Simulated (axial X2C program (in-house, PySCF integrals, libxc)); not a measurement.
Potential curves of Si₂⁻, with spin–orbit coupling

Computed with an in-house all-electron X2C program for linear molecules (integrals from PySCF). Two-component (2c) means X2C with spin–orbit coupling and atomic mean-field two-electron Coulomb and Gaunt terms. Basis: Si dyall-av3z [9s8p3d2f] (cores contracted in-house); Gaussian nuclei, density fitting, unrestricted open shells. Masses: Si 27.977 u.

State: Ω = 3/2 (⟨Sz⟩ = 0.50, ⟨Lz⟩ = 1.00 at B97-3). Energies in cm⁻¹ from the fragments at the same level (Si- + Si). Fits are polynomials in 1 − R0/R over 0.85 to 1.23 times the lowest point R0.

```tsv
R (Å)	B97-3	PBE0
1.9036	-25365	-23193
1.9911	-29787	-27545
2.0567	-31713	-29427
2.1224	-32732	-30400
2.1880	-33031	-30659
2.2646	-32689	-30268
2.3412	-31788	-29317
2.4396	-30058	-27521
2.5600	-27387	-24762
2.7350	-22983	-20223
```

Occupations by symmetry block were frozen at the best pattern of an incomplete PBE0 search. Dissociation energies refer to the lowest single-determinant-based atoms at the same level and basis. Density functionals use the spin component along the axis (collinear). The 2c atoms are single determinants rather than J levels; their spin–orbit lowering is only partly caught, and De is too large by that part. This holds for B97-3, PBE0. Other states lie close and PBE0, whose exact exchange favours high spin, may order them wrongly; the determinant shown need not be the ground state. The nearest other 2c determinant of the search, Ω = 1/2, lies 0.02 eV up at the distance of the search. The functionals have no current-density term, which raises determinants with orbital currents, atoms included.

(1) What are Re, ωe and De at the B97-3 level?

(2) Fit the PBE0 curve near its minimum: give the equilibrium distance, the harmonic wavenumber and the well depth.

Results:

(1) At B97-3, 2c: Re = 2.188 Å, ωe ≈ 557 cm⁻¹, De = 4.10 eV to Si- + Si; Be follows as 0.252 cm⁻¹.

(2) At PBE0, 2c: Re = 2.183 Å, ωe ≈ 562 cm⁻¹, De = 3.80 eV to Si- + Si; Be follows as 0.253 cm⁻¹.
